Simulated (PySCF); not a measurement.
hydrogen cyanide (CHN), SMILES C#N. Atoms are numbered in the order given.

```xyz
3

C      0.0000     0.0000     0.4964
N      0.0000     0.0000    -0.6492
H      0.0000     0.0000     1.5660
```
Charge 0, spin multiplicity 1.

Geometry optimised at ωB97X-D3(BJ)/def2-TZVPD.

Two levels are set side by side: PBE/pcJ-2 (PySCF) and B3LYP/pcJ-2 (PySCF). One-bond couplings, all four terms, same geometry. Isotopes: 13C, 14N, 1H. Differences are taken from unrounded values.

```
quantity        B3LYP
--------------  -----
¹J(C1,N2) (Hz)   13.9
¹J(C1,H3) (Hz)  281.3
```

Question: What does PBE give, and how far is it from B3LYP? (The exact figures need the calculation; the answer reports its results.)

Answer: 
```
quantity          PBE  PBE minus B3LYP
--------------  -----  ---------------
¹J(C1,N2) (Hz)    8.2             -5.7
¹J(C1,H3) (Hz)  253.4            -27.9
```

Rough cost on one machine, each run with all the roots and properties that it gave: B3LYP against PBE about 4 times.
